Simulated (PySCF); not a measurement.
PySCF job for nitric oxide (NO), SMILES [N]=O, multiplicity 2, PBE/pcH-1. Coordinates come from a PBE-D3(BJ)/def2-TZVPD optimisation.

```python
import numpy as np
from pyscf import gto, scf, dft
from pyscf.prop.hfc import uks as hfc
from pyscf.prop.gtensor import uks as gtensor

mol = gto.M(
    atom='''
    N     0.00000000    0.00000000   -0.61738852
    O     0.00000000    0.00000000    0.54021496
    ''',
    basis='pcH-1',
    charge=0,
    spin=1,
    max_memory=1600,
    verbose=3,
)
mf = dft.UKS(mol, xc='pbe')
mf.grids.level = 3
mf.conv_tol = 1e-10
mf.max_cycle = 100
mf.kernel()
fine, coarse = mf.grids, dft.Grids(mol).set(level=1).build(with_non0tab=True)
for _ in range(3):  # follow internal instabilities
    mf.grids = coarse
    mo, _, stable, _ = mf.stability(return_status=True, nroots=4)
    mf.grids = fine
    if stable:
        break
    mf.kernel(mf.make_rdm1(mo, mf.mo_occ))
A = hfc.HFC(mf).make_fcdip(mf.make_rdm1())  # Fermi contact and dipolar terms, MHz
print('atom   A(iso)/MHz   principal dipolar parts/MHz')
for i, a in enumerate(A):
    w = np.linalg.eigvalsh((a + a.T) / 2)
    print(f'{mol.atom_symbol(i):2s}{i + 1:3d} {w.mean():12.2f}', (w - w.mean()).round(2))
gt = gtensor.GTensor(mf)
gt.dia_soc2e, gt.para_soc2e, gt.so_eff_charge = None, None, True
gt.max_cycle_cphf = 60
g = gt.kernel()
```

Output:

```

WARN: HOMO -0.130797097116917 >= LUMO -0.130797097116924

converged SCF energy = -129.765723608322  <S^2> = 0.75142773  2S+1 = 2.0014272
<class 'pyscf.dft.uks.UKS'> wavefunction is stable in the internal stability analysis
atom   A(iso)/MHz   principal dipolar parts/MHz
N   1         6.53 [-38.55 -37.45  76.  ]
O   2       -10.03 [-138.49   64.38   74.11]
SOC(1e)/OZ [-1.28493522e-04  3.81567447e-03 -1.48103747e-01]
free electron g 2.00231930436182
g-tensor total [2.00194284 2.00591282 1.85405989]
g-shift (ppt) [  -0.3764608     3.59351324 -148.2594136 ]
```

The calculation finished and met its thresholds.
